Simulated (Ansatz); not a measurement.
Consider the homolysis of the B–H bond: `FBS` → `F[B]S`• + H•.

Gas-phase electronic energies from Ansatz, PBE0-D4/def2-TZVP geometries. CBS: def2 TZ/QZ extrapolation, frozen cores. Functionals use def2-TZVPP. No spin–orbit coupling; open shells (•) take unrestricted orbitals. Each species was taken in one conformer, which may not be the lowest.

```tsv
level	ΔE (kcal/mol)
revPBE-D4	103.2
B97M-V	108.5
BLYP	106.0
PBE0	105.2
CCSD/def2-SVP	106.9
HF/def2-QZVPP	88.0
CCSD/def2-QZVPP	109.4
MP2/CBS(def2)	108.4
```

(1) What does CCSD(T)/CBS give? (Best estimate.)

(2) What do rigid-rotor, harmonic-oscillator terms from PBE0-D4/def2-TZVP frequencies (298.15 K, 1 bar) make of the CCSD(T)/CBS value? (Estimate.)

Largest T1 diagnostic among the species: 0.017.

Results:

(1) Ansatz gave: +110.0 kcal/mol. The listed levels differ from it by -6.8, -1.5, -4.0, -4.8, -3.1, -22.0, -0.6, -1.6 kcal/mol.

(2) The calculation gave: ΔZPE = -6.6 kcal/mol, ΔH = +104.8 kcal/mol, ΔS = 118 J/(mol·K), ΔG = +96.4 kcal/mol. Open shells count their whole term as degenerate.

In def2-TZVPP, CCSD(T) changes the Hartree–Fock value by +20.9 kcal/mol (the triples alone add +0.1 kcal/mol) and MP2 by +18.9 kcal/mol; breaking electron pairs costs correlation energy, which Hartree–Fock lacks. At CCSD(T), def2-SVP lies −3.0 kcal/mol from the extrapolated value and def2-TZVPP −1.0 kcal/mol: correlation converges slowly with the basis, and small sets miss more of it in the bonded molecule than in its fragments.
